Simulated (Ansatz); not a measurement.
Ansatz (a first-principles code) input (B3LYP/LANL2DZ): The .json file is the Basis Set Exchange's LANL2DZ.

Ansatz 0.2 input:
```yaml
crystal:
  periodic: [false, false, false]
  atoms:
    - {symbol: C, position_ang: [-0.07333892, 0.62108440, 0.12511202]}
    - {symbol: O, position_ang: [0.04964478, -0.69228382, -0.18453082]}
    - {symbol: H, position_ang: [-1.17755159, 0.85327864, 0.11267856]}
    - {symbol: H, position_ang: [0.62329492, -1.20666677, 0.43207005]}
    - {symbol: H, position_ang: [0.46134704, 0.96838311, 1.00345248]}
    - {symbol: H, position_ang: [0.13578494, 1.19676917, -0.82262667]}
basis:
  gaussian:
    orbitals: LANL2DZ.json
hamiltonian:
  xc: {name: B3LYP}
total_charge: 1
magnetization: {spin_polarized: true, initial_magnetization: 1}
relax: {f_tol: 0.003, max_steps: 120}
```

Output:

```
Functional definition: B3LYP
integrals: 0.01 GiB planned
381 factors; integrals over basis functions are off by at most 3.2e-4 eV
mean field: 0.08 GiB planned
mean field evaluation 1: about -3127.5414 eV, gradient 4.8e1 eV
mean field evaluation 2: about -3112.4717 eV, gradient 7.8e1 eV
mean field evaluation 4: about -3137.7496 eV, gradient 6.5e0 eV
mean field evaluation 8: about -3137.9518 eV, gradient 2.1e-2 eV
mean field evaluation 16: about -3137.9518 eV, gradient 5.3e-5 eV
mean field -3137.95183195 eV, -115.3176028441 hartree, gradient 5.3e-5 eV, S^2 0.753933; 0 other end points of the search recorded, 0 dependent functions left out
the calculation of the forces begins
reference -3137.95197234 eV, -115.3176080033 hartree; 9, 8 occupied and 17, 18 virtual orbitals, 381 factors
relax step   1: F+E_penalty+E_count = -3137.95183195 eV  Δ(F+E_penalty+E_count) = +0.000e0 eV  max|allowed force component| = 1.595e0 eV/Å  Δτ_max = 0.0000 Å  (27 SCF iters, accepted)
these checks for a lower state are left out or cut short: starts, cluster_reference, orbital_swaps, neighbouring_geometries, increment
integrals: 0.01 GiB planned
381 factors; integrals over basis functions are off by at most 3.2e-4 eV
mean field: 0.08 GiB planned
mean field -3138.00820906 eV, -115.3196746646 hartree, gradient 2.6e-5 eV, S^2 0.753945; 0 other end points of the search recorded, 0 dependent functions left out
the calculation of the forces begins
reference -3138.00834974 eV, -115.3196798347 hartree; 9, 8 occupied and 17, 18 virtual orbitals, 381 factors
relax step   2: F+E_penalty+E_count = -3138.00820906 eV  Δ(F+E_penalty+E_count) = -5.638e-2 eV  max|allowed force component| = 8.961e-1 eV/Å  Δτ_max = 0.0462 Å  (31 SCF iters, accepted)
these checks for a lower state are left out or cut short: starts, cluster_reference, orbital_swaps, neighbouring_geometries, increment
integrals: 0.01 GiB planned
381 factors; integrals over basis functions are off by at most 3.2e-4 eV
mean field: 0.08 GiB planned
mean field evaluation 32: about -3138.0254 eV, gradient 2.7e-5 eV
mean field -3138.02537294 eV, -115.3203054254 hartree, gradient 2.7e-5 eV, S^2 0.753861; 0 other end points of the search recorded, 0 dependent functions left out
the calculation of the forces begins
reference -3138.02551359 eV, -115.3203105942 hartree; 9, 8 occupied and 17, 18 virtual orbitals, 381 factors
relax step   3: F+E_penalty+E_count = -3138.02537294 eV  Δ(F+E_penalty+E_count) = -1.716e-2 eV  max|allowed force component| = 3.810e-1 eV/Å  Δτ_max = 0.0266 Å  (32 SCF iters, accepted)
these checks for a lower state are left out or cut short: starts, cluster_reference, orbital_swaps, neighbouring_geometries, increment
integrals: 0.01 GiB planned
381 factors; integrals over basis functions are off by at most 3.1e-4 eV
mean field: 0.08 GiB planned
mean field -3138.01537800 eV, -115.3199381182 hartree, gradient 2.8e-5 eV, S^2 0.753732; 0 other end points of the search recorded, 0 dependent functions left out
the calculation of the forces begins
reference -3138.01551904 eV, -115.3199433014 hartree; 9, 8 occupied and 17, 18 virtual orbitals, 381 factors
relax step   4: F+E_penalty+E_count = -3138.01537800 eV  Δ(F+E_penalty+E_count) = +9.995e-3 eV  max|allowed force component| = 5.553e-1 eV/Å  Δτ_max = 0.0356 Å  (32 SCF iters, rejected (line search))
these checks for a lower state are left out or cut short: starts, cluster_reference, orbital_swaps, neighbouring_geometries, increment
integrals: 0.01 GiB planned
381 factors; integrals over basis functions are off by at most 3.2e-4 eV
mean field: 0.08 GiB planned
mean field -3138.02812555 eV, -115.3204065820 hartree, gradient 1.6e-5 eV, S^2 0.753763; 0 other end points of the search recorded, 0 dependent functions left out
the calculation of the forces begins
reference -3138.02826620 eV, -115.3204117510 hartree; 9, 8 occupied and 17, 18 virtual orbitals, 381 factors
relax step   5: F+E_penalty+E_count = -3138.02812555 eV  Δ(F+E_penalty+E_count) = -2.753e-3 eV  max|allowed force component| = 1.472e-2 eV/Å  Δτ_max = 0.0114 Å  (33 SCF iters, accepted)
these checks for a lower state are left out or cut short: starts, cluster_reference, orbital_swaps, neighbouring_geometries, increment
integrals: 0.01 GiB planned
381 factors; integrals over basis functions are off by at most 3.2e-4 eV
mean field: 0.08 GiB planned
mean field -3138.02813715 eV, -115.3204070083 hartree, gradient 5.5e-5 eV, S^2 0.753759; 0 other end points of the search recorded, 0 dependent functions left out
the calculation of the forces begins
reference -3138.02827781 eV, -115.3204121777 hartree; 9, 8 occupied and 17, 18 virtual orbitals, 381 factors
relax step   6: F+E_penalty+E_count = -3138.02813715 eV  Δ(F+E_penalty+E_count) = -1.160e-5 eV  max|allowed force component| = 2.573e-3 eV/Å  Δτ_max = 0.0009 Å  (22 SCF iters, accepted)
integrals: 0.01 GiB planned
381 factors; integrals over basis functions are off by at most 3.2e-4 eV
mean field: 0.08 GiB planned
mean field evaluation 64: about -3138.0281 eV, gradient 1.1e-2 eV
mean field -3138.02813715 eV, -115.3204070083 hartree, gradient 5.5e-5 eV, S^2 0.753759; 1 other end points of the search recorded, 0 dependent functions left out
the calculation of the forces begins
reference -3138.02827781 eV, -115.3204121777 hartree; 9, 8 occupied and 17, 18 virtual orbitals, 381 factors
Total energy: -3138.02827781 eV, -115.3204121777 hartree
Atom 0 at    -0.090010     0.661637     0.116596 Å, force     0.001592     0.000337     0.002359 eV/Å
Atom 1 at     0.059251    -0.712047    -0.178299 Å, force    -0.000662    -0.002573    -0.001874 eV/Å
Atom 2 at    -1.195838     0.850418     0.138663 Å, force     0.000527     0.000091     0.000233 eV/Å
Atom 3 at     0.633542    -1.275809     0.421067 Å, force    -0.000157     0.001020     0.000154 eV/Å
Atom 4 at     0.447085     1.009993     0.998707 Å, force    -0.001338     0.001161    -0.001453 eV/Å
Atom 5 at     0.165150     1.206372    -0.830578 Å, force     0.000038    -0.000036     0.000581 eV/Å
Dipole moment:     0.174441     0.115091     0.287214 e Å
```

The dipole moment of an ion depends on the origin.
